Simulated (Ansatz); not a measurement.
System: 2H MoTe2. Method: PBE-D3(BJ)+SOC in Ansatz (plane waves, PAW).

Numerical settings: plane-wave cutoff 520 eV, 12×12×4 k mesh (along the axes of the cell as run), PAW data made under PBE.

Computed at the level's own relaxed cell.

Elastic tensor (GPa, Voigt notation, ions relaxed):

```
  133.4    29.8    15.5     0.0     0.0     0.0
   29.8   133.4    15.5     0.0     0.0     0.0
   15.5    15.5    68.2     0.0     0.0     0.0
    0.0     0.0     0.0    30.2     0.0     0.0
    0.0     0.0     0.0     0.0    30.2     0.0
    0.0     0.0     0.0     0.0     0.0    51.8
```

Question: Work out the Voigt, Reuss and Hill averages of the bulk and shear moduli, Young's modulus and Poisson's ratio from the printed constants.

Answer: K_V = [C11 + C22 + C33 + 2(C12 + C13 + C23)]/9 = [335.0 + 2 × 60.8]/9 = 50.7 GPa. G_V = [335.0 − 60.8 + 3 × 112.2]/15 = 40.7 GPa. From the compliances S = C⁻¹, K_R = 44.8 and G_R = 37.5 GPa. Hill means: K = 47.8, G = 39.1 GPa. E = 9KG/(3K + G) = 92 GPa, ν = (3K − 2G)/(6K + 2G) = 0.18, K/G = 1.22.

The computed numbers hold no vibrational or temperature effects.

Ansatz is a first-principles code.
